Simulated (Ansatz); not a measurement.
Born–Oppenheimer molecular dynamics of BClH$_{2}$O (5 atoms, charge 0, multiplicity 1). It starts from a relaxed structure.

Computed with Ansatz, RKS BLYP-D4/6-31G.

* ensemble: NVT, Langevin thermostat
* time step: 1 fs
* steps asked: 300
* set temperature: 300 K
* friction: 0.01 /fs
* seed: 722517

First frame:

```xyz
5
Properties=species:S:1:pos:R:3
B 0.036 -0.058 -0.037
Cl -0.031 -0.099 1.804
H 1.060 0.221 -0.566
O -1.068 -0.340 -0.791
H -1.919 -0.571 -0.347
```

(1) How far do the bonds stretch over the last three quarters of this one trajectory? (Pairs bonded in most of those frames.)

Answers

(1) 
```tsv
bond	mean (Å)	spread (Å)	shortest	longest
B1–Cl2	1.838	0.030	1.78	1.89
B1–H3	1.190	0.031	1.11	1.27
B1–O4	1.366	0.016	1.33	1.40
O4–H5	0.989	0.024	0.94	1.03
```

Mean temperature of the second half: 169 K. The mean temperature of the second half is 44 % below the set value. A run of 0.3 ps of so small a system gives no equilibrium averages. Limits of this set-up: no polarisation functions.

The run took 5.1 min on 1 thread of Intel(R) Xeon(R) Platinum 8259CL CPU @ 2.50GHz (Skylake/Cascade Lake), with other jobs on the host, peak memory 0.099 GiB.
